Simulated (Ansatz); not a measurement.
Input file:

```yaml
crystal:
  periodic: [false, false, false]
  atoms:
    - {symbol: Ga, position_ang: [0.000000, 0.000000, -0.040218]}
    - {symbol: H, position_ang: [0.000000, 1.038252, 1.391008]}
    - {symbol: H, position_ang: [0.000000, -1.038252, 1.391008]}
basis:
  gaussian: {orbitals: cc-pVTZ}
total_charge: 1
magnetization: {spin_polarized: true, initial_magnetization: 2}
hamiltonian: {xc: {name: r2SCAN}}
correlation: {method: bccd, electrons: outside_noble_gas}
accuracy: high
```

```sh
$ ansatz run in.yaml --threads 1 --pin off --events-out ev --progress --plain --max-ram 2393MiB
```

Output:

```
1088 factors; integrals over basis functions are off by at most 4.2e-9 eV
mean field evaluation 1: about -52398.7190 eV, gradient 1.0e1 eV
mean field evaluation 2: about -52398.7094 eV, gradient 1.0e1 eV
mean field evaluation 4: about -52399.4715 eV, gradient 1.6e0 eV
mean field evaluation 8: about -52399.4844 eV, gradient 1.6e-2 eV
mean field evaluation 16: about -52399.4844 eV, gradient 6.9e-7 eV
mean field -52399.48443596 eV, -1925.6455353751 hartree, gradient 2.4e-8 eV, S^2 2.020429; 0 other end points of the search recorded, 0 dependent functions left out
14 core orbitals not correlated: weight in the atoms' cores, before any rotation towards them, 0.998 or more for the frozen orbitals, at most 0.001 for the correlated occupied ones
reference -52356.04237768 eV, -1924.0490691796 hartree; 3, 1 occupied and 54, 56 virtual orbitals, 1088 factors
second order -1.15330479 eV of doubles, -0.11090785 eV of singles
cycle   1  -1.48781560 eV  change   -2.2e-1 eV  update   4.7e-2
cycle   2  -1.62221878 eV  change   -1.3e-1 eV  update   2.3e-2
cycle   3  -1.63573782 eV  change   -1.4e-2 eV  update   8.2e-3
cycle   4  -1.63973528 eV  change   -4.0e-3 eV  update   3.0e-3
cycle   5  -1.63952147 eV  change    2.1e-4 eV  update   1.4e-3
cycle   6  -1.63939625 eV  change    1.3e-4 eV  update   5.0e-4
cycle   7  -1.63938939 eV  change    6.9e-6 eV  update   1.6e-4
cycle   8  -1.63933333 eV  change    5.6e-5 eV  update   4.2e-5
cycle   9  -1.63933029 eV  change    3.0e-6 eV  update   1.1e-5
cycle  10  -1.63933074 eV  change   -4.4e-7 eV  update   3.1e-6
cycle  11  -1.63933015 eV  change    5.8e-7 eV  update   1.2e-6
cycle  12  -1.63933021 eV  change   -5.2e-8 eV  update   4.0e-7
cycle  13  -1.63933033 eV  change   -1.3e-7 eV  update   1.4e-7
cycle  14  -1.63933035 eV  change   -1.8e-8 eV  update   4.4e-8
cycle  15  -1.63933035 eV  change    2.4e-9 eV  update   2.0e-8
cycle  16  -1.63933034 eV  change    3.2e-9 eV  update   8.0e-8
cycle  17  -1.63933037 eV  change   -2.7e-8 eV  update   2.9e-8
cycle  18  -1.63933038 eV  change   -4.6e-9 eV  update   8.3e-9
cycle  19  -1.63933038 eV  change  -2.6e-10 eV  update   2.3e-9
cycle  20  -1.63933038 eV  change  -8.1e-10 eV  update  8.4e-10
cycle  21  -1.63933038 eV  change  -5.8e-10 eV  update  3.3e-10
cycle  22  -1.63933038 eV  change  -8.1e-11 eV  update  1.0e-10
Total energy: -52357.68170806 eV, -1924.1093134598 hartree
```

Ran on 1 thread of Intel Xeon, shared host: 30 s wall, 0.38 GiB peak host memory.
